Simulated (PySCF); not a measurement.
# 1-fluoro-2,2-dimethyl-propane, C$_{5}$H$_{11}$F

Geometry (Å), atoms numbered from 1 in this order:
```xyz
17

C    -0.773    0.411   -1.272
C    -0.162   -0.088    0.036
C    -1.041   -1.178    0.651
C     1.247   -0.631   -0.209
C    -0.083    1.092    0.997
F     0.458    0.711    2.203
H    -0.851   -0.412   -2.000
H    -0.158    1.202   -1.730
H    -1.787    0.815   -1.117
H    -0.640   -1.497    1.624
H    -1.091   -2.059   -0.007
H    -2.070   -0.816    0.810
H     1.717   -0.933    0.738
H     1.218   -1.508   -0.875
H     1.890    0.130   -0.681
H    -1.090    1.504    1.186
H     0.549    1.894    0.574
```

Theory: PySCF 2.14.0, quadratic response CAM-B3LYP/def2-TZVPD first hyperpolarisability, Taylor convention, gas phase. Geometry: PBE0-D3(BJ)/def2-SVP.

Problem. Give the tensor of the static β(0;0,0) in the axes of these coordinates.

Solution. In au, Taylor convention; rows are the first index (the induced dipole):
|  | xx | yy | zz | xy | xz | yz |
| --- | --- | --- | --- | --- | --- | --- |
| x | +40.0 | -1.2 | +2.9 | -21.3 | +13.4 | +12.9 |
| y | -21.3 | -1.7 | +12.6 | -1.2 | +12.9 | +33.9 |
| z | +13.4 | +33.9 | +57.8 | +12.9 | +2.9 | +12.6 |

Norm of βᵢ = ⅓ Σⱼ (βᵢⱼⱼ + βⱼᵢⱼ + βⱼⱼᵢ): 113.5 au, hyper-Rayleigh value 45.9 au.
